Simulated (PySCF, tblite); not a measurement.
# C₅H₉P: geometry, infrared bands and NMR shifts

Wanted: the infrared bands and NMR shifts of C₅H₉P (`CC1=CCCP1`), by calculation.

Computed with tblite 0.8.0 and PySCF 2.14.0, with density-fitted response routines of our own, on a single molecule in the gas phase. Atoms are numbered from 0 throughout.

## (1) Starting geometry

15 atoms, charge 0, multiplicity 1; geometry from: force field or distance geometry start.

Bonds of the start (Å): C0–C1 1.49, C1–C2 1.32, C2–C3 1.46, C3–C4 1.46, C4–P5 1.87, P5–C1 1.85, C0–H6 1.10, C0–H7 1.13, C0–H8 1.10, C2–H9 1.10, C3–H10 1.13, C3–H11 1.13, C4–H12 1.08, C4–H13 1.10, P5–H14 1.47.

## (2) Geometry optimisation with GFN2-xTB

What the job is given:

```
{"job": {"kind": "relax", "xc": "GFN2-xTB", "basis": "xTB"}, "charge": 0, "multiplicity": 1}
C      2.315200     0.021200    -0.162000
C      0.825400     0.017700    -0.058900
C      0.034900    -1.035200    -0.088400
C     -1.379500    -0.703400     0.039400
C     -1.745000     0.675500    -0.258600
P     -0.153900     1.566000     0.178200
H      2.731700    -0.852500    -0.693800
H      2.609300     0.943400    -0.742500
H      2.748800     0.101900     0.842400
H      0.416000    -2.056700    -0.219700
H     -1.699000    -0.918200     1.101100
H     -1.962000    -1.430700    -0.602300
H     -1.913000     0.834900    -1.318100
H     -2.576600     1.093600     0.324900
H     -0.257000     1.750400     1.636500
```

Launch:

```sh
OMP_NUM_THREADS=1 python probes_run.py task.json out
```

One launch serves the whole session: the jobs run in the order shown.

**Question.** This job is followed by: GFN2-xTB harmonic vibrations, gas phase; GIAO PBE0/pcSseg-1 NMR shielding, non-relativistic, gas phase. Predict these results of the whole session: strongest single infrared mode (GFN2-xTB); zero-point energy (GFN2-xTB); 13C shifts against TMS (PBE0/pcSseg-1); 1H shifts against TMS (PBE0/pcSseg-1, means over atoms taken as alike); 31P shifts against H3PO4 (PBE0/pcSseg-1).

**Answer**, as computed:

```
                                                              quantity                               value
                             strongest single infrared mode (GFN2-xTB)               2173 cm⁻¹, 202 km/mol
                                          zero-point energy (GFN2-xTB)                       77.3 kcal/mol
                                13C shifts against TMS (PBE0/pcSseg-1)  146.0, 144.0, 41.4, 26.1, 22.2 ppm
1H shifts against TMS (PBE0/pcSseg-1, means over atoms taken as alike)    6.23, 3.95, 2.72, 2.13, 1.95 ppm
                              31P shifts against H3PO4 (PBE0/pcSseg-1)                           -79.8 ppm
```

In words: The optimisation took 63 steps and gained 0.557 eV; among the close pairs (by a distance rule), C3–C4 changed most, from 1.457 to 1.532 Å. All 39 modes are real, so the xTB geometry is a minimum. The strongest single mode, at 2173 cm⁻¹, moves mainly H14. GFN2-xTB is a fitted tight-binding method: band positions and strengths are rough. Its intensities can rank the bands wrongly. The most deshielded hydrogen is H9 (hydrogen on an alkene CH), at 6.23 ppm: olefinic region. At PBE0/pcSseg-1: The largest span, 199 ppm, is at C1, where the paramagnetic term is -225 ppm.
